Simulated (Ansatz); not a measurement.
# CH4B+ (singlet): from Hartree-Fock to the top rungs, cc-pVDZ

One table from this session's results is given with a row withheld; the runs are named, their logs left out.

Program: Ansatz 0.2.0, Gaussian basis. Level of theory: cc-pVDZ, core rule «outside noble gas», up to 2 orbitals frozen. These are calculated values, not measurements.

To be run: UHF; CCSD(T) on RHF; BCCD(T) on RHF; CISD; CCSDT(Q) on RHF; CASSCF and MRCISD+Q, 8 electrons in 8 orbitals; CASSCF and NEVPT2, 8 electrons in 8 orbitals.

19 further runs of the same task are left out: 10 that didn't finish, 9 set aside as unsound or not needed. Runs told in other sessions of the task aren't counted.

## The geometry

The geometry is a PBE0/def2-TZVP stationary point (not a proven minimum) of the parent state, kept for this charge and spin.

6 atoms, charge 1, spin multiplicity 1.

Atoms are counted from 1 here; the program's logs count them from 0.

Bond lengths: B1–C2 1.523 Å, B1–H3 1.197 Å, B1–H4 1.197 Å, C2–H5 1.087 Å, C2–H6 1.087 Å. Angles: C2–B1–H3 120.3°, C2–B1–H4 120.3°, H3–B1–H4 119.4°, B1–C2–H5 123.1°, B1–C2–H6 123.1°, H5–C2–H6 113.9°.

Set-up of the first run:

in.yaml

```yaml
crystal:
  periodic: [false, false, false]
  atoms:
    - {symbol: B, position_ang: [0.000000, 0.000000, 0.794931]}
    - {symbol: C, position_ang: [0.000000, 0.000000, -0.728406]}
    - {symbol: H, position_ang: [0.072011, 1.031163, 1.398445]}
    - {symbol: H, position_ang: [-0.072010, -1.031163, 1.398445]}
    - {symbol: H, position_ang: [-0.081830, 0.907428, -1.321721]}
    - {symbol: H, position_ang: [0.081830, -0.907428, -1.321721]}
basis:
  gaussian: {orbitals: cc-pVDZ}
total_charge: 1
magnetization: {spin_polarized: true, initial_magnetization: 0}
hamiltonian: {xc: hf}
output: {orbitals: {seedname: orbitals}}
```

The run is started by

```bash
$ ansatz run in.yaml --threads 1 --pin off --events-out ev --progress --plain --max-ram 2393MiB
```

Steps of the session up to this table: UHF; CCSD(T) on RHF; BCCD(T) on RHF; CISD; CCSDT(Q) on RHF; CASSCF and MRCISD+Q, 8 electrons in 8 orbitals; CASSCF and NEVPT2, 8 electrons in 8 orbitals.

One table of the session follows, with a row left open; its other results are not shown here.

| method | from RCCSDT(Q) (meV) |
| --- | --- |
| RHF | +5939.2 |
| RMP2 | +1201.7 |
| CISD | +484.6 |
| RCCSD | +126.4 |
| RCCSD(T) | +23.6 |
| BCCD(T) | +23.4 |
| RCCSDT | +3.7 |
| RCCSDT(Q) | 0 |
| CASSCF frontier | +4215.3 |
| NEVPT2 frontier | ? |
| MRCISD frontier | +270.0 |
| MRCISD+Q frontier | +13.7 |

Estimate the missing values for NEVPT2 frontier.

As computed: from RCCSDT(Q) (meV): +1229.4. In the column «from RCCSDT(Q) (meV)» it lies between RMP2 (+1201.7) and CASSCF frontier (+4215.3).
